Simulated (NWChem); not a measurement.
Correlation energy of fluorine (F$_{2}$)

```
F
F 1 1.3765
```
Charge 0, spin multiplicity 1.

Everything below was run with NWChem. All single points use one geometry, from PBE0/def2-SVP, a minimum by its harmonic frequencies.

Basis set: STO-3G. Each correlation energy counts from its own Hartree-Fock reference.

```json
[
 {"method": "CCSD(T)", "correlation energy (mHa)": "-74.5", "remark": "-", "difference from CCSD(T)": "0.0"},
 {"method": "CCSD+T(CCSD)", "correlation energy (mHa)": "-74.5", "remark": "-", "difference from CCSD(T)": "0.0"},
 {"method": "CR-CCSD[T]", "correlation energy (mHa)": "-74.5", "remark": "large amplitudes", "difference from CCSD(T)": "0.0"},
 {"method": "SCS-MP2", "correlation energy (mHa)": "-57.6", "remark": "-", "difference from CCSD(T)": "+16.9"},
 {"method": "CR-CCSD(T)", "correlation energy (mHa)": "-74.5", "remark": "large amplitudes", "difference from CCSD(T)": "0.0"},
 {"method": "CCSDT", "correlation energy (mHa)": "-74.5", "remark": "large amplitudes", "difference from CCSD(T)": "0.0"},
 {"method": "CCSD", "correlation energy (mHa)": "-74.5", "remark": "-", "difference from CCSD(T)": "0.0"},
 {"method": "MP2", "correlation energy (mHa)": "-48.0", "remark": "-", "difference from CCSD(T)": "+26.5"}
]
```

The values span 26.5 mHa, from CCSD (lowest) to MP2 (highest). 

The correlated methods keep 2 core orbitals frozen. No row is a measurement; the coupled-cluster row has its own basis-set and correlation limits.
